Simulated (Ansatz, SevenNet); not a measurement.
Elastic constant C44 (GPa) of solids drawn from the class of carbides, at two levels: the machine-learned potential SevenNet-l3i5 (trained on PBE and PBE+U data), and PBE (Ansatz, a quantum-chemistry and plane-wave program, PAW).

```
solid              SevenNet-l3i5  PBE  shift (%)
-----------------  -------------  ---  ---------
rock-salt HfC                160  171       +6.9
rock-salt ZrC                135  153      +13.3
rock-salt TiC                149  169      +13.4
rock-salt NbC                121  169        +40
antifluorite Be2C            160  203        +27
rock-salt TaC                112  179        +60
hexagonal WC                 163  301        +85
```

The shifts run from +6.9 % to +85 %, with a median of +27 %.

Over all 7 rows PBE is the larger in 7.

Ansatz's runs of these crystals have no spin polarisation.

Spin–orbit coupling is left out, also for the solids with elements from indium on (rock-salt HfC, rock-salt TaC, hexagonal WC); its size isn't shown.

Each level is taken at its own relaxed cell. Ansatz's density-functional and Hartree–Fock values are scalar-relativistic unless marked +SOC, with PAW data made under PBE.
